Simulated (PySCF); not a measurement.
One molecule, one basis, several functionals.

Compound: NH3.
InChI=1S/H3N/h1H3

PySCF, 6-31G basis, density fitting, gas phase, GFN2-xTB geometry. One functional is left out:

```tsv
functional	exact exchange (%)	HOMO energy (eV)	LUMO energy (eV)	dipole moment (D)
B97-D	0	-5.01	1.61	2.167
BLYP	0	-4.80	1.41	2.135
BP86	0	-5.06	1.53	2.192
HCTH407	0	-5.17	1.25	2.160
LDA	0	-4.93	1.42	2.272
OLYP	0	-4.87	1.43	2.140
OPBE	0	-5.03	1.71	2.200
PBE	0	-4.93	1.50	2.184
PW91	0	-4.98	1.41	2.179
revPBE	0	-4.92	1.56	2.163
B3LYP	20	-6.42	2.07	2.182
B97-2	21	-6.48	2.48	2.212
X3LYP	22	-6.49	2.13	2.182
BHandHLYP	50	-8.44	3.30	2.221
```

Predict the row of mPW1PW91 (25 % exact exchange) by straight lines through the other rows, and check it.

```tsv
property	line	computed	computed − line	X3LYP (22 %), for comparison
HOMO energy (eV)	-6.72	-6.80	-0.08	-6.49
LUMO energy (eV)	2.38	2.53	+0.15	2.13
dipole moment (D)	2.198	2.230	+0.032	2.182
```

Which of these properties follows the share of exact exchange most closely, and which least?

Most closely the HOMO energy, least the dipole moment; the correlations over the tabulated rows are HOMO energy -0.996, LUMO energy 0.969, dipole moment 0.331. The HOMO energy moves by -0.699 eV for every 10 %. Functionals with the same share still differ in their other parts: at 0 % BLYP and HCTH407 differ by 0.37 eV in it.
